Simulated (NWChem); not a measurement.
System: C2H3F; SMILES C=CF

Here is an NWChem input.

```
start job
memory heap 200 mb stack 900 mb global 1100 mb
geometry units angstroms noautoz
  C     -0.236674     1.168760     0.000000
  C      0.424893     0.019725     0.000000
  F     -0.184020    -1.161365     0.000000
  H     -1.328429     1.191023     0.000000
  H      0.316275     2.108353     0.000000
  H      1.515840    -0.075106     0.000000
end
basis spherical
  C library def2-svp
  F library def2-svp
  H library def2-svp
end
dft
  xc xwpbe 1.00 cpbe96 1.0 hfexch 1.00
  cam 0.35 cam_alpha 0.0 cam_beta 1.0
  iterations 150
  vectors input atomic output neutral.movecs
end
task dft energy
charge 1
dft
  odft
  mult 2
  vectors input atomic output cation.movecs
end
task dft energy
```

NWChem printed, in part:

```
             Northwest Computational Chemistry Package (NWChem) 7.3.0
             --------------------------------------------------------

 CS  symmetry detected

                             Geometry "geometry" -> ""
                             -------------------------

 Output coordinates in angstroms (scale by  1.889725989 to convert to a.u.)

  No.       Tag          Charge          X              Y              Z
 ---- ---------------- ---------- -------------- -------------- --------------
    1 C                    6.0000    -0.22780870     1.17436602     0.00000000
    2 C                    6.0000     0.42600919     0.02090406     0.00000000
    3 F                    9.0000    -0.19083991    -1.15606061     0.00000000
    4 H                    1.0000    -1.31938911     1.20397709     0.00000000
    5 H                    1.0000     0.33145215     2.11021585     0.00000000
    6 H                    1.0000     1.51629317    -0.08126793     0.00000000

 Effective nuclear repulsion energy (a.u.)      67.6384134860

      Symmetry information
      --------------------

 Group name             Cs
 Group number              2
 Group order               2
 No. of unique centers     6

  pbe96 is a nonlocal functional; adding pw91lda local functional.

                                 NWChem DFT Module
                                 -----------------

 Summary of "ao basis" -> "ao basis" (spherical)
 ------------------------------------------------------------------------------
       Tag                 Description            Shells   Functions and Types
 ---------------- ------------------------------  ------  ---------------------
 C                          def2-svp                 6       14   3s2p1d
 F                          def2-svp                 6       14   3s2p1d
 H                          def2-svp                 3        5   2s1p

      Symmetry analysis of basis
      --------------------------

        a'         42
        a"         15

            General Information
            -------------------
          SCF calculation type: DFT
          Wavefunction type:  closed shell.
          No. of atoms     :     6
          No. of electrons :    24
           Alpha electrons :    12
            Beta electrons :    12
          Charge           :     0
          Spin multiplicity:     1
          Use of symmetry is: on ; symmetry adaption is: on
          Maximum number of iterations: 150
          AO basis - number of functions:    57
                     number of shells:    27
          Convergence on energy requested:  1.00D-06
          Convergence on density requested:  1.00D-05
          Convergence on gradient requested:  5.00D-04

              XC Information
              --------------
                     Hartree-Fock (Exact) Exchange  1.000
                     LC-wPBE(h)Exchange Functional  1.000
            Perdew 1991 LDA Correlation Functional  1.000 local
           PerdewBurkeErnz. Correlation Functional  1.000 non-local

           Range-Separation Parameters
           ---------------------------
           Alpha           :  0.00
           Beta            :  1.00
           Gamma           :  0.35
           Short-Range HF  :     F

             Grid Information
             ----------------
          Grid used for XC integration:  medium
          Radial quadrature: Mura-Knowles
          Angular quadrature: Lebedev.
          Tag              B.-S. Rad. Rad. Pts. Rad. Cut. Ang. Pts.
          ---              ---------- --------- --------- ---------
          C                   0.70       49           8.0       434
          F                   0.50       49           9.0       434
          H                   0.35       45           9.0       434
          Grid pruning is: on
          Number of quadrature shells:   282
          Spatial weights used:  Erf1

      Superposition of Atomic Density Guess
      -------------------------------------

 Sum of atomic energies:        -176.03996945

      Non-variational initial energy
      ------------------------------

 Total energy =    -177.356868
 1-e energy   =    -375.001814
 2-e energy   =     130.006532
 HOMO         =      -0.305612
 LUMO         =       0.045304

      Symmetry analysis of molecular orbitals - initial
      -------------------------------------------------

  Numbering of irreducible representations:

     1 a'          2 a"

  Orbital symmetries:

     1 a'          2 a'          3 a'          4 a'          5 a'
     6 a'          7 a'          8 a"          9 a'         10 a'
    11 a'         12 a"         13 a"         14 a'         15 a'
    16 a'         17 a'         18 a'         19 a'         20 a'
    21 a"         22 a'

   convergence    iter        energy       DeltaE   RMS-Dens  Diis-err
 ---------------- ----- ----------------- --------- --------- ---------
 d= 0,ls=0.0,diis     1   -177.5025701096 -2.45D+02  1.24D-02  4.60D-01
 d= 0,ls=0.0,diis     2   -177.5283904910 -2.58D-02  5.14D-03  2.83D-01
 d= 0,ls=0.0,diis     3   -177.5531756248 -2.48D-02  9.72D-04  1.04D-02
 d= 0,ls=0.0,diis     4   -177.5541945616 -1.02D-03  3.20D-04  5.58D-04
 d= 0,ls=0.0,diis     5   -177.5542425847 -4.80D-05  1.09D-04  9.00D-05
  Resetting Diis
 d= 0,ls=0.0,diis     6   -177.5542526771 -1.01D-05  3.90D-05  4.26D-06
 d= 0,ls=0.0,diis     7   -177.5542534888 -8.12D-07  1.43D-05  4.92D-07
 d= 0,ls=0.0,diis     8   -177.5542535409 -5.21D-08  5.72D-06  2.25D-07

         Total DFT energy =     -177.554253540924
      One electron energy =     -377.099245289048
           Coulomb energy =      154.137282386034
    Exchange-Corr. energy =      -22.230704123914
 Nuclear repulsion energy =       67.638413486004

 Numeric. integr. density =       24.000001464540

                  Occupations of the irreducible representations
                  ----------------------------------------------

                     irrep           alpha         beta
                     --------     --------     --------
                     a'               10.0         10.0
                     a"                2.0          2.0

                       DFT Final Molecular Orbital Analysis
                       ------------------------------------

 Vector   10  Occ=2.000000D+00  E=-5.148173D-01  Symmetry=a'
              MO Center= -2.2D-01,  9.6D-01,  1.6D-14, r^2= 2.2D+00
   Bfn.  Coefficient  Atom+Function         Bfn.  Coefficient  Atom+Function
  ----- ------------  ---------------      ----- ------------  ---------------
     4      0.328801  1 C  px                48      0.321949  5 H  s
    43     -0.285438  4 H  s                 33     -0.263821  3 F  py
     5      0.234117  1 C  py                36      0.172618  3 F  py
    49      0.147568  5 H  s                 44     -0.111547  4 H  s
    32      0.109651  3 F  px                53     -0.104601  6 H  s

 Vector   11  Occ=2.000000D+00  E=-4.735933D-01  Symmetry=a'
              MO Center=  1.5D-01, -4.3D-01,  2.3D-16, r^2= 1.8D+00
   Bfn.  Coefficient  Atom+Function         Bfn.  Coefficient  Atom+Function
  ----- ------------  ---------------      ----- ------------  ---------------
    32      0.479308  3 F  px                35     -0.323701  3 F  px
    53      0.287122  6 H  s                 18      0.259293  2 C  px
     3     -0.196403  1 C  s                 33     -0.192587  3 F  py
     5      0.172366  1 C  py                 4     -0.171096  1 C  px
    54      0.149306  6 H  s                 36      0.135234  3 F  py

 Vector   12  Occ=2.000000D+00  E=-3.717959D-01  Symmetry=a"
              MO Center= -1.7D-03,  4.4D-01,  6.3D-15, r^2= 1.7D+00
   Bfn.  Coefficient  Atom+Function         Bfn.  Coefficient  Atom+Function
  ----- ------------  ---------------      ----- ------------  ---------------
     6      0.424662  1 C  pz                20      0.366575  2 C  pz
    34      0.307191  3 F  pz                 9      0.302233  1 C  pz
    37     -0.238930  3 F  pz                23      0.194522  2 C  pz
    25      0.029923  2 C  d -1

 Vector   13  Occ=0.000000D+00  E= 1.031056D-01  Symmetry=a"
              MO Center=  1.2D-01,  5.4D-01,  7.6D-16, r^2= 2.0D+00
   Bfn.  Coefficient  Atom+Function         Bfn.  Coefficient  Atom+Function
  ----- ------------  ---------------      ----- ------------  ---------------
     9      0.642355  1 C  pz                23     -0.642433  2 C  pz
    20     -0.485915  2 C  pz                 6      0.393408  1 C  pz
    37      0.201330  3 F  pz                34     -0.192393  3 F  pz
    57     -0.028247  6 H  pz

 Vector   14  Occ=0.000000D+00  E= 1.724998D-01  Symmetry=a'
              MO Center=  1.3D+00,  9.1D-01,  2.8D-17, r^2= 4.1D+00
   Bfn.  Coefficient  Atom+Function         Bfn.  Coefficient  Atom+Function
  ----- ------------  ---------------      ----- ------------  ---------------
    54      1.599275  6 H  s                 49      1.296372  5 H  s
    17     -1.095354  2 C  s                  3     -0.728877  1 C  s
    21     -0.692326  2 C  px                 8     -0.506561  1 C  py
    18     -0.277580  2 C  px                 5     -0.179282  1 C  py
     7     -0.174475  1 C  px                16     -0.131632  2 C  s

 Vector   15  Occ=0.000000D+00  E= 1.916744D-01  Symmetry=a'
              MO Center= -1.1D+00,  1.3D+00, -3.4D-16, r^2= 3.9D+00
   Bfn.  Coefficient  Atom+Function         Bfn.  Coefficient  Atom+Function
  ----- ------------  ---------------      ----- ------------  ---------------
     3      2.226205  1 C  s                 44     -1.934288  4 H  s
    49     -0.914864  5 H  s                  7     -0.544221  1 C  px
    54      0.499151  6 H  s                 17     -0.483362  2 C  s
    22     -0.251608  2 C  py                 8      0.250193  1 C  py
     2      0.220333  1 C  s                  4     -0.177526  1 C  px

     Multipole analysis of the density
     ---------------------------------

     L   x y z        total         alpha         beta         nuclear
     -   - - -        -----         -----         ----         -------
     0   0 0 0     -0.000000    -12.000000    -12.000000     24.000000

     1   1 0 0      0.287231      0.143616      0.143616     -0.000000
     1   0 1 0      0.386677      0.193339      0.193339     -0.000000
     1   0 0 1     -0.000000     -0.000000     -0.000000      0.000000

     2   2 0 0    -11.383185    -16.186693    -16.186693     20.990201
     2   1 1 0     -0.363190      0.851255      0.851255     -2.065700
     2   1 0 1      0.000000      0.000000      0.000000      0.000000
     2   0 2 0    -12.967733    -53.291407    -53.291407     93.615082
     2   0 1 1     -0.000000     -0.000000     -0.000000      0.000000
     2   0 0 2    -13.861864     -6.930932     -6.930932      0.000000

                                 NWChem DFT Module
                                 -----------------

      Symmetry analysis of basis
      --------------------------

        a'         42
        a"         15

            General Information
            -------------------
          SCF calculation type: DFT
          Wavefunction type:  spin polarized.
          No. of atoms     :     6
          No. of electrons :    23
           Alpha electrons :    12
            Beta electrons :    11
          Charge           :     1
          Spin multiplicity:     2
          Use of symmetry is: on ; symmetry adaption is: on
          Maximum number of iterations: 150
          This is a Direct SCF calculation.
          AO basis - number of functions:    57
                     number of shells:    27
          Convergence on energy requested:  1.00D-06
          Convergence on density requested:  1.00D-05
          Convergence on gradient requested:  5.00D-04

              XC Information
              --------------
                     Hartree-Fock (Exact) Exchange  1.000
                     LC-wPBE(h)Exchange Functional  1.000
            Perdew 1991 LDA Correlation Functional  1.000 local
           PerdewBurkeErnz. Correlation Functional  1.000 non-local

           Range-Separation Parameters
           ---------------------------
           Alpha           :  0.00
           Beta            :  1.00
           Gamma           :  0.35
           Short-Range HF  :     F

             Grid Information
             ----------------
          Grid used for XC integration:  medium
          Radial quadrature: Mura-Knowles
          Angular quadrature: Lebedev.
          Tag              B.-S. Rad. Rad. Pts. Rad. Cut. Ang. Pts.
          ---              ---------- --------- --------- ---------
          C                   0.70       49           8.0       434
          F                   0.50       49           9.0       434
          H                   0.35       45           9.0       434
          Grid pruning is: on
          Number of quadrature shells:   282
          Spatial weights used:  Erf1

      Superposition of Atomic Density Guess
      -------------------------------------

 Sum of atomic energies:        -176.03996945

 Renormalizing density from      24.00 to     23

      Non-variational initial energy
      ------------------------------

 Total energy =    -172.339964
 1-e energy   =    -359.376738
 2-e energy   =     119.398360
 HOMO         =      -0.681841
 LUMO         =      -0.327031

   Symmetry analysis of molecular orbitals - initial alpha
   -------------------------------------------------------

  Numbering of irreducible representations:

     1 a'          2 a"

  Orbital symmetries:

     1 a'          2 a'          3 a'          4 a'          5 a'
     6 a'          7 a'          8 a"          9 a'         10 a'
    11 a'         12 a"         13 a"         14 a'         15 a'
    16 a'         17 a'         18 a'         19 a'         20 a'
    21 a"         22 a'

   Symmetry analysis of molecular orbitals - initial beta
   ------------------------------------------------------

  Numbering of irreducible representations:

     1 a'          2 a"

  Orbital symmetries:

     1 a'          2 a'          3 a'          4 a'          5 a'
     6 a'          7 a'          8 a"          9 a'         10 a'
    11 a'         12 a"         13 a"         14 a'         15 a'
    16 a'         17 a'         18 a'         19 a'         20 a'
    21 a"         22 a'

   convergence    iter        energy       DeltaE   RMS-Dens  Diis-err
 ---------------- ----- ----------------- --------- --------- ---------
 d= 0,ls=0.0,diis     1   -177.0163591741 -2.45D+02  1.44D-02  4.19D-01
                                                     1.46D-02  4.34D-01
 d= 0,ls=0.0,diis     2   -176.8836447354  1.33D-01  8.41D-03  9.33D-01
                                                     8.43D-03  8.80D-01
 d= 0,ls=0.0,diis     3   -177.1714140828 -2.88D-01  6.56D-04  2.29D-03
                                                     6.61D-04  2.48D-03
 d= 0,ls=0.0,diis     4   -177.1727698232 -1.36D-03  2.31D-04  2.57D-04
                                                     2.43D-04  2.54D-04
 d= 0,ls=0.0,diis     5   -177.1729381563 -1.68D-04  1.18D-04  2.32D-05
                                                     1.18D-04  1.18D-05
  Resetting Diis
 d= 0,ls=0.0,diis     6   -177.1729652846 -2.71D-05  5.45D-05  3.37D-06
                                                     5.90D-05  2.53D-06
 d= 0,ls=0.0,diis     7   -177.1729717082 -6.42D-06  1.43D-05  6.24D-07
                                                     1.23D-05  3.30D-07
 d= 0,ls=0.0,diis     8   -177.1729724344 -7.26D-07  3.32D-06  5.72D-08
                                                     8.93D-06  3.56D-07

         Total DFT energy =     -177.172972434431
      One electron energy =     -369.467544137708
           Coulomb energy =      146.545050701007
    Exchange-Corr. energy =      -21.888892483734
 Nuclear repulsion energy =       67.638413486004

 Numeric. integr. density =       23.000000783714

[...]
```

Level: LC-wPBE (HJS exchange hole, range parameter 0.35 per bohr)/def2-SVP, vertical spin-unrestricted ions. Coordinates come from a PBE0/def2-SVP optimisation.
